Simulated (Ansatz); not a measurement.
```yaml
crystal:
  periodic: [false, false, false]
  atoms:
    - {symbol: C, position_ang: [-2.113394, -0.379844, -0.003834]}
    - {symbol: Si, position_ang: [-0.615078, 0.607047, 0.004954]}
    - {symbol: Cl, position_ang: [1.203230, -0.352213, -0.002626]}
basis:
  gaussian: {orbitals: def2-TZVP}
magnetization: {spin_polarized: true, initial_magnetization: 3}
hamiltonian: {xc: pbe0}
relax: {f_tol: 0.004, max_steps: 80}
```

```sh
$ ansatz run in.yaml --threads 1 --pin off --events-out ev --progress --plain --max-ram 2176MiB
```

Steps of the relaxation (energy above the last step; positions in Å, forces in eV/Å):

```
3
step 1, 152.3 meV
C    -2.113   -0.380   -0.004   -0.705   -1.008   -0.009
Si   -0.615    0.607    0.005    0.660    1.480    0.013
Cl    1.203   -0.352   -0.003    0.045   -0.472   -0.004
```

```
3
step 2, 6.7 meV
C    -1.974   -0.476   -0.005   -0.217   -0.075   -0.001
Si   -0.626    0.785    0.006    0.328   -0.106   -0.001
Cl    1.075   -0.434   -0.003   -0.110    0.181    0.001
```

```
3
step 3, 0.7 meV
C    -2.013   -0.464   -0.005    0.000   -0.043    0.000
Si   -0.615    0.756    0.006    0.083    0.021    0.000
Cl    1.103   -0.417   -0.003   -0.083    0.022    0.000
```

```
3
step 5, 0.0 meV
C    -2.004   -0.469   -0.005   -0.001   -0.001    0.000
Si   -0.614    0.763    0.006    0.002    0.001    0.000
Cl    1.093   -0.419   -0.003    0.000    0.000    0.000
```

Close pairs at the end: C1–Si2 1.858 Å, Si2–Cl3 2.076 Å.

A stationary point of unrestricted PBE0 after 5 steps, with ⟨S²⟩ = 3.758 against 3.75 for a pure state; no frequencies were run, so it isn't proven a minimum. 13 s on 1 thread of Intel Xeon 6975P-C, shared host.
